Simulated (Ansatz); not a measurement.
A made-up structure of CH$_{3}$OS (charge -1), closed shell:

C1  (-0.900, 0.338, -0.771)
S2  (0.621, 0.213, -0.128)
O3  (1.759, -0.249, 1.052)
H4  (-1.845, -0.340, -0.396)
H5  (-0.923, 1.027, -1.431)
H6  (1.289, -0.989, 1.674)
(Å)

It is relaxed with PBE-D4/def2-SVPD and then PBE0-D4/def2-TZVPD (Ansatz 0.2.0). Atoms count as bonded within 1.22 times the sum of their covalent radii (H–H: 0.88 Å). The end point is not checked to be a true minimum.

Problem. Does its bonding change? (Judge from chemistry; the calculation decides.)

Solution. The calculation gives: No: no bond forms or breaks.

Where it ends: The first stage lowers the energy by 3.77 eV in 14 steps. It ends as CH₃OS ([CH2][S][OH]), total charge -1:
```
6
angstrom
C -0.7782 0.2131 -0.7592
S 0.7336 -0.4079 -0.6001
O 1.5207 -0.0507 1.0756
H -1.6476 -0.3088 -0.3538
H -0.9299 1.2684 -0.9939
H 1.1013 -0.7140 1.6314
```

Labels in which every atom is bracketed show which atoms are joined, not bond orders.

For scale, one of the runs: PBE0-D4/def2-TZVPD relaxation, 150 basis functions, launched by `ansatz run in.yaml --threads 2 --pin off --events-out ev --progress --plain --max-ram 4352MiB`. The run took about 21 s on 2 CPU threads of an Arm Neoverse V2 (shared host).
